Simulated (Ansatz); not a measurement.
Match the barriers

Saddle point of CH5FSi, closed shell (CH₅FSi ([CH3][SiH2][F]) → CH₄Si ([CH2][SiH2]) + HF; bonds formed: F2–H4; bonds broken: Si1–F2, C3–H4), PBE0-D4/def2-TZVP structure:

```tsv
atom	x (Å)	y (Å)	z (Å)
Si1	-0.8521	-0.0128	0.1641
F2	0.2992	-1.6190	-0.8253
C3	0.6708	0.7924	0.2406
H4	0.8521	-0.8119	-0.5527
H5	-1.7979	0.1667	-0.9553
H6	-1.3590	-0.8725	1.2523
H7	0.9314	1.5617	-0.4780
H8	1.2557	0.7953	1.1540
```

Computed with Ansatz 0.2.0 (basis: def2-TZVPP, with def2-QZVPP for the basis limit); correlated methods freeze the cores. B3LYP uses VWN-RPA correlation. Extrapolation: Hartree–Fock as exp(−7.88 √X), correlation as X^−2.97. Four methods, as single points on the PBE0-D4 structures, gave these electronic barriers from the start structure: 77.14, 84.20, 86.85, 101.71 kcal/mol.

The methods were, in alphabetical order, B3LYP-D4, CCSD(T), HF, PBE-D4. Which gave which? (Judge from chemistry; the calculation decides.)

Computed: PBE-D4 77.14; B3LYP-D4 84.20; CCSD(T) 86.85; HF 101.71 kcal/mol. For comparison, CCSD(T) at an estimated basis limit (MP2 extrapolated from triple and quadruple zeta, plus CCSD(T) − MP2 in triple zeta) gives 86.97 kcal/mol.

The T1 diagnostic stays at or below 0.016. The restricted Hartree–Fock reference is unstable towards an unrestricted one at one or more of these structures.

Labels in which every atom is bracketed show which atoms are joined, not bond orders.

For scale, one of the runs: CCSD(T)/def2-TZVPP, 174 basis functions, launched by `ansatz run in.yaml --threads 2 --pin off --events-out ev --progress --plain --max-ram 4352MiB`. Time: 11 s of wall clock on 2 CPU threads of an Intel Xeon 6975P-C; the host was shared. Peak host memory: 1.7 GiB.
